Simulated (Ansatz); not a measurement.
# AlFH5N: the cost of one run

Method: RKS PBE-D4/6-31G*, in Ansatz 0.2.0.

## 1. The structure to begin with

Bond lengths: Al1–N2 2.270 Å, N2–H3 1.060 Å, N2–H4 1.060 Å, Al1–H5 1.560 Å, Al1–H6 1.560 Å, Al1–F7 1.990 Å. Angles: Al1–N2–H3 120.0°, Al1–N2–H4 120.0°, H3–N2–H4 120.0°, N2–Al1–H5 120.0°, N2–Al1–H6 120.0°, N2–Al1–F7 71.6°, H5–Al1–H6 120.0°, H5–Al1–F7 105.4°, H6–Al1–F7 92.8°.

Coordinates:

```xyz
8

Al    0.0000    0.0000    0.0000
N     0.0000    0.0000    2.2700
H    -0.8770   -0.2713    2.8000
H     0.8770    0.2713    2.8000
H     1.3510    0.0000   -0.7800
H    -1.3510    0.0000   -0.7800
F    -0.2489    1.8720    0.6275
H    -0.1681    1.2645    1.7547
```

## 2. Pulling towards end A

Springs on the bonds that form and break draw the guess towards this end; the thresholds are loose.

input.yaml reads:

```yaml
crystal:
  periodic: [false, false, false]
  atoms:
    - { symbol: Al, position_ang: [0.0, 0.0, 0.0] }
    - { symbol: "N", position_ang: [0.0, 0.0, 2.27] }
    - { symbol: H, position_ang: [-0.877, -0.2713, 2.8] }
    - { symbol: H, position_ang: [0.877, 0.2713, 2.8] }
    - { symbol: H, position_ang: [1.351, 0.0, -0.78] }
    - { symbol: H, position_ang: [-1.351, 0.0, -0.78] }
    - { symbol: F, position_ang: [-0.2489, 1.872, 0.6275] }
    - { symbol: H, position_ang: [-0.1681, 1.2645, 1.7547] }
basis:
  gaussian: { orbitals: "6-31G*" }
hamiltonian:
  xc: pbe
  dispersion: d4
relax:
  f_tol: 0.15
  max_steps: 25
  restrain:
    - { distance: [0, 6], at: 2.89, k: 30.0 }
    - { distance: [7, 1], at: 2.26, k: 30.0 }
    - { distance: [0, 1], at: 1.92, k: 30.0 }
    - { distance: [7, 6], at: 0.92, k: 30.0 }
```

Launch:

```sh
$ ansatz run input.yaml --threads 1 --pin off --max-ram 2048MiB --backend cpu --events-out ev --progress --plain --runs-dir out
```

Q: Estimate wall time and peak memory on 1 thread of Arm Neoverse V2, shared host.

About 14 s, with a peak of 0.12 GiB.
